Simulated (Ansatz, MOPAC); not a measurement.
Molecule: C$_{3}$H$_{6}$Cl, net charge 0, doublet state. SMILES: [CH2]CCCl

Atoms: C1, C2, C3, H4, H5, Cl6, H7, H8, H9, H10. Bonds: C1-C2, C1-C3, C1-H4, C1-H5, C2-H7, C2-H8, C3-Cl6, C3-H9, C3-H10.

Bond lengths (Å) and angles (degrees) optimised at AM1 with MOPAC; PM3 with MOPAC; PM6 with MOPAC; HF/STO-3G with Ansatz (an electronic-structure program); PBE/6-31G* with Ansatz; B3LYP/LANL2DZ with Ansatz, each started from the B3LYP-D3(BJ)/def2-TZVP structure (Ansatz) of the last column. A row stands for all coordinates that are equal there; 11 of 16 kinds are shown. 6-31G* holds six Cartesian d functions. At AM1 the structure is a saddle point. At PM3 the structure is a saddle point. At PM6 the structure is a saddle point. No wavenumbers were computed at HF/STO-3G, PBE/6-31G*, B3LYP/LANL2DZ, so these may be saddle points.

```json
[
 {"coordinate": "C1-C2", "AM1": "1.464", "PM3": "1.468", "PM6": "1.475", "HF/STO-3G": "1.520", "PBE/6-31G*": "1.492", "B3LYP/LANL2DZ": "1.508", "B3LYP-D3(BJ)/def2-TZVP": "1.486"},
 {"coordinate": "C1-C3", "AM1": "1.516", "PM3": "1.515", "PM6": "1.528", "HF/STO-3G": "1.549", "PBE/6-31G*": "1.541", "B3LYP/LANL2DZ": "1.543", "B3LYP-D3(BJ)/def2-TZVP": "1.532"},
 {"coordinate": "C1-H4", "AM1": "1.124", "PM3": "1.108", "PM6": "1.113", "HF/STO-3G": "1.089", "PBE/6-31G*": "1.105", "B3LYP/LANL2DZ": "1.097", "B3LYP-D3(BJ)/def2-TZVP": "1.092"},
 {"coordinate": "C2-H7", "AM1": "1.090", "PM3": "1.082", "PM6": "1.068", "HF/STO-3G": "1.083", "PBE/6-31G*": "1.093", "B3LYP/LANL2DZ": "1.088", "B3LYP-D3(BJ)/def2-TZVP": "1.081"},
 {"coordinate": "C3-Cl6", "AM1": "1.756", "PM3": "1.779", "PM6": "1.797", "HF/STO-3G": "1.817", "PBE/6-31G*": "1.822", "B3LYP/LANL2DZ": "1.901", "B3LYP-D3(BJ)/def2-TZVP": "1.810"},
 {"coordinate": "C3-H9", "AM1": "1.116", "PM3": "1.104", "PM6": "1.105", "HF/STO-3G": "1.090", "PBE/6-31G*": "1.100", "B3LYP/LANL2DZ": "1.091", "B3LYP-D3(BJ)/def2-TZVP": "1.087"},
 {"coordinate": "C2-C1-C3", "AM1": "110.2", "PM3": "110.1", "PM6": "110.0", "HF/STO-3G": "111.1", "PBE/6-31G*": "110.5", "B3LYP/LANL2DZ": "110.3", "B3LYP-D3(BJ)/def2-TZVP": "110.9"},
 {"coordinate": "C1-C3-Cl6", "AM1": "111.4", "PM3": "108.7", "PM6": "108.6", "HF/STO-3G": "111.3", "PBE/6-31G*": "111.7", "B3LYP/LANL2DZ": "110.3", "B3LYP-D3(BJ)/def2-TZVP": "111.3"},
 {"coordinate": "C2-C1-H4", "AM1": "110.2", "PM3": "110.4", "PM6": "111.0", "HF/STO-3G": "110.1", "PBE/6-31G*": "111.2", "B3LYP/LANL2DZ": "110.8", "B3LYP-D3(BJ)/def2-TZVP": "111.0"},
 {"coordinate": "C3-C1-H4", "AM1": "109.5", "PM3": "110.0", "PM6": "109.9", "HF/STO-3G": "108.8", "PBE/6-31G*": "108.2", "B3LYP/LANL2DZ": "108.6", "B3LYP-D3(BJ)/def2-TZVP": "108.2"},
 {"coordinate": "C1-C2-H7", "AM1": "120.5", "PM3": "121.3", "PM6": "121.0", "HF/STO-3G": "118.9", "PBE/6-31G*": "120.9", "B3LYP/LANL2DZ": "121.0", "B3LYP-D3(BJ)/def2-TZVP": "120.9"}
]
```

Mean signed difference of all 9 bond lengths from B3LYP-D3(BJ)/def2-TZVP: AM1 0.005 Å, PM3 0.000 Å, PM6 0.003 Å, HF/STO-3G 0.007 Å, PBE/6-31G* 0.011 Å, B3LYP/LANL2DZ 0.017 Å.
